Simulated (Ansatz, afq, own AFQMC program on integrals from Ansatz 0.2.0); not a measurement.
Integrals from Ansatz 0.2.0, then the random walk in our own AFQMC program (afq).

```yaml
crystal:
  periodic: [false, false, false]
  atoms:
    - {symbol: Al, position_ang: [0.000000, -0.017884, 0.577394]}
    - {symbol: N, position_ang: [0.000000, 0.034966, -0.861636]}
    - {symbol: H, position_ang: [0.000000, 0.099470, 2.131754]}
    - {symbol: H, position_ang: [0.000000, -0.116552, -1.847513]}
basis:
  gaussian: {orbitals: cc-pVDZ}
magnetization: {spin_polarized: false}
correlation: {method: ccsd_t, electrons: outside_noble_gas, hamiltonian_folder: ham}
```

```sh
$ ansatz run in.yaml --threads 1 --pin off --events-out ev --progress --plain --max-ram 1382MiB
```

Options of the walk:

```
--method phaseless --trial cisd --walkers 70 --populations 1 --least-time 40 --time-step 0.005 --steps-per-block 50 --equilibration-blocks 28 --max-blocks 300 --target-error 0.00038 --factor-cut 1e-05 --seed 4175 --release-times 0.24,0.51,0.99,1.62,2.4 --release-step 0.03 --release-every 4 --taylor-order 6
```

Times are imaginary, in 1/Eh. The walk had a cap of 536 s.

Output of the walk:

```
orbitals 36  electrons 5 5  factors 270 of 404
reference energy -297.42469419 Eh
CCSD correlation -0.24865598 Eh in 12 cycles, weight of the determinant in the CISD state 0.8879
energy of the start -297.673350 Eh
 block  time / (1/Eh)  mean weight  energy / Eh
     1     0.250  0.9985  -297.670626
     2     0.500  1.0012  -297.674029
     3     0.750  1.0018  -297.676582
     4     1.000  1.0017  -297.678708
     5     1.250  0.9993  -297.680329
     9     2.250  0.9999  -297.679949
    33     8.250  1.0005  -297.678484
    65    16.250  1.0002  -297.680838
    97    24.250  0.9973  -297.685638
   105    26.250  1.0003  -297.674832
   129    32.250  0.9993  -297.679579
   161    40.250  1.0011  -297.679655
   193    48.250  1.0023  -297.693806
   225    56.250  1.0015  -297.686609
   257    64.250  0.9997  -297.682116
   289    72.250  1.0024  -297.678754
   321    80.250  1.0011  -297.702848
blocks merged  error / Eh  count
     1  0.000368  300
     2  0.000434  150
     4  0.000531  75
     8  0.000600  37
    16  0.000702  18
    32  0.000653  9
released: time / (1/Eh)  energy / Eh  error  mean overlap
  0.24  -297.683302  0.000718  1.0018
  0.51  -297.683501  0.000586  1.0024
  0.99  -297.683552  0.000541  1.0055
  1.62  -297.683180  0.000735  0.9927
  2.40  -297.683402  0.001039  1.0029
energy -297.683939 +/- 0.000702 Eh
(rows thinned)
```

The run passed its tests (sampling time, drift between the halves within three errors, error under three times the target), which doesn't prove that it has relaxed. The second half of the sampling lies below the first by 1.9 errors of their difference, so the energy may still be moving and its error bar be too small.

Against this walk (error 19.1 meV) on the same determinant: CCSD(T) 61.7 meV higher, CCSDT(Q) 13.5 meV higher (within the noise). The error is statistical and leaves out the bias of the constraint. Released to 2.40 1/Eh the energy moves by 15 ± 34 meV (both errors), within twice the noise.

Cautions: constraint bias not in the error; error above the target (19.1 against 10.3 meV); higher spins were not checked; raised T1 diagnostic (T1 0.024, weight of the determinant 0.89, largest double 0.06); the bias of populations of 70 walkers isn't removed.

The walk took 3 min on 1 thread of Arm Neoverse V2, on a shared host. The log's last line is the phaseless energy.

CCSDT and higher add their correlation energy to the determinant of the CCSD(T) run, since their own runs factorise the integrals more tightly (a shift of under 2 meV). A walk keeps the symmetry of its determinant, which the program's search chose and which needn't be the lowest solution, so a lower state of the same spin and another symmetry isn't excluded.
